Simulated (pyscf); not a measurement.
`[GeH2]` [singlet] + `[FH]` -> `[F][GeH]` [singlet] + `[H][H]`, a four-centre exchange (singlet surface; Ge–H, F–H broken, F–Ge, H–H formed). Optimised with ωB97X-D3(BJ)/def2-SVP in PySCF. Energies in kcal/mol from the separated reactants.

Small-basis levels: PySCF, no dispersion term, spherical d functions. AM1 to PM7: differences of heats of formation from MOPAC, which are fitted to 298 K values and so differ in kind from electronic energies by zero-point and thermal terms. GFN2-xTB: tblite. 

| level | barrier | reaction energy |
|---|---|---|
| MP2/6-31G*+LANL2DZ | 5.2 | -35.0 |
| SVWN5/6-31G*+LANL2DZ | -15.3 | -29.5 |
| BP86/6-31G*+LANL2DZ | -5.0 | -30.6 |
| B3LYP/STO-3G | (withheld) | -47.5 |
| B3LYP/LANL2DZ | 2.3 | -27.6 |
| PBE/def2-SVP | -10.5 | -26.2 |
| GFN2-xTB | -8.5 | -41.2 |
| AM1 | 37.4 | -25.8 |
| PM6 | -3.0 | -59.4 |
| ωB97M-D3(BJ)/def2-TZVP | (withheld) | -22.6 |

Question: What belongs in the gaps?

Answer: 
- B3LYP/STO-3G, barrier: -17.9
- ωB97M-D3(BJ)/def2-TZVP, barrier: 2.9

Against the last row the barrier runs from -20.8 (B3LYP/STO-3G) to +34.5 kcal/mol (AM1). At SVWN5/6-31G*+LANL2DZ, BP86/6-31G*+LANL2DZ, B3LYP/STO-3G, PBE/def2-SVP, GFN2-xTB, PM6 this geometry lies under one side, so the entry may be no barrier of that level: it is a single point on another level's saddle. ωB97M-D3(BJ)/def2-TZVP has limits of its own. On the reactant side the descent ends in a complex, 7.9 kcal/mol under the separated species and 10.3 kcal/mol under the saddle at ωB97X-D3(BJ)/def2-TZVP. At the saddle there is also a short Ge–H contact that neither side keeps. One saddle was located; it need not be the lowest between these sides. In the def2 sets elements up to Kr have no core potential.
